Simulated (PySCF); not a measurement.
C₅H₁₂P (charge +1).
Cartesian coordinates in Å at the GFN2-xTB level; atoms count from 1:
```
atom  x, y, z in Å
C1     3.4813    0.0114   -0.0364
C2     2.0795    0.2065   -0.4469
C3     1.0586    0.3665    0.4038
P4    -0.6229    0.5888   -0.1219
C5    -1.7831   -0.6416    0.5397
C6    -3.2126   -0.3362    0.0958
H7     3.6025    0.0409    1.0425
H8     3.8429   -0.9452   -0.4148
H9     4.1072    0.7779   -0.4938
H10    1.8965    0.2154   -1.5154
H11    1.2104    0.3606    1.4774
H12   -0.6867    0.5853   -1.4963
H13   -1.0920    1.8341    0.2411
H14   -1.7001   -0.6287    1.6322
H15   -1.4624   -1.6300    0.1942
H16   -3.5315    0.6451    0.4420
H17   -3.3059   -0.3684   -0.9878
H18   -3.8905   -1.0761    0.5131
```

PySCF, density fitting, gas phase, GFN2-xTB geometry. The standard run uses grid level 2 after a coarse-grid start, the def2-universal JK fitting basis (with tight functions added where the orbital basis needs them), an energy threshold of 1e-9 Eh and DIIS. The changed runs have no coarse-grid stage.

Q: Standard PBE0/pcSseg-1: E = -538.425908 Eh, HOMO -12.536 eV, LUMO -5.339 eV, 13 cycles (coarse-grid cycles included). What changes at PBE0/pcSseg-1 with: grid level 3, energy threshold 1e-07 Eh?

A: E = -538.425906 Eh (+0.002 mEh), HOMO -12.536 eV (0.000), LUMO -5.339 eV (0.000), 8 SCF cycles. The result matches the standard run within 0.02 mEh and 0.003 eV.

The cycles:
```
cycle   1  E = -538.3800717244  dE =  7.771e-01  |g| = 4.092e-01  |ddm| = 3.590e+00
cycle   2  E = -538.3742020974  dE =  5.870e-03  |g| = 4.409e-01  |ddm| = 9.045e-01
cycle   3  E = -538.4250519773  dE = -5.085e-02  |g| = 5.825e-02  |ddm| = 4.728e-01
cycle   4  E = -538.4255803482  dE = -5.284e-04  |g| = 3.594e-02  |ddm| = 6.440e-02
cycle   5  E = -538.4258992717  dE = -3.189e-04  |g| = 4.839e-03  |ddm| = 3.097e-02
cycle   6  E = -538.4259057207  dE = -6.449e-06  |g| = 1.368e-03  |ddm| = 6.766e-03
cycle   7  E = -538.4259062007  dE = -4.800e-07  |g| = 2.456e-04  |ddm| = 1.347e-03
cycle   8  E = -538.4259062141  dE = -1.345e-08  |g| = 7.703e-05  |ddm| = 2.520e-04
```
